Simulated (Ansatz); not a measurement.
in.yaml

```yaml
crystal:
  periodic: [false, false, false]
  atoms:
    - {symbol: Ge, position_ang: [0.000000, 0.000000, 0.000000]}
    - {symbol: O, position_ang: [0.000000, 0.000000, 2.423400]}
basis:
  gaussian: {orbitals: cc-pVDZ}
total_charge: 1
magnetization: {spin_polarized: false, initial_magnetization: 5}
correlation: {method: fci, electrons: outside_noble_gas}
```

```sh
$ ansatz run in.yaml --threads 2 --pin off --events-out ev --progress --plain --max-ram 49920MiB --backend cuda --devices 0, --max-vram 37GiB
```

Output:

```
732 factors; integrals over basis functions are off by at most 1.2e-7 eV
mean field evaluation 1: about -58494.4043 eV, gradient 1.0e1 eV
mean field evaluation 2: about -58494.4515 eV, gradient 1.0e1 eV
mean field evaluation 4: about -58495.4678 eV, gradient 3.1e0 eV
mean field evaluation 8: about -58495.5389 eV, gradient 4.9e-1 eV
mean field evaluation 16: about -58495.4473 eV, gradient 1.3e0 eV
mean field evaluation 32: about -58495.4473 eV, gradient 1.3e0 eV
mean field evaluation 64: about -58494.6067 eV, gradient 6.2e-1 eV
mean field -58495.54085729 eV, -2149.6714768036 hartree, gradient 3.9e-6 eV, S^2 8.750000; 9 other end points of the search recorded, 0 dependent functions left out
mean field evaluation 96: about -58495.8133 eV, gradient 1.6e-4 eV
mean field evaluation 128: about -58494.9268 eV, gradient 6.8e-1 eV
mean field evaluation 160: about -58494.6935 eV, gradient 1.0e0 eV
15 core orbitals not correlated: weight in the atoms' cores, before any rotation towards them, 1.000 or more for the frozen orbitals, at most 0.000 for the correlated occupied ones
reference -58495.54085729 eV, -2149.6714768036 hartree; 7, 2 occupied and 19, 24 virtual orbitals, 732 factors
state -58499.78244330 eV, -2149.8273522146 hartree
Total energy: -58499.78244330 eV, -2149.8273522146 hartree
```

Ran on 2 threads of AMD EPYC 7R13 with a shared H100 80 GB, shared host: 67 s wall, 3.8 GiB peak host memory.
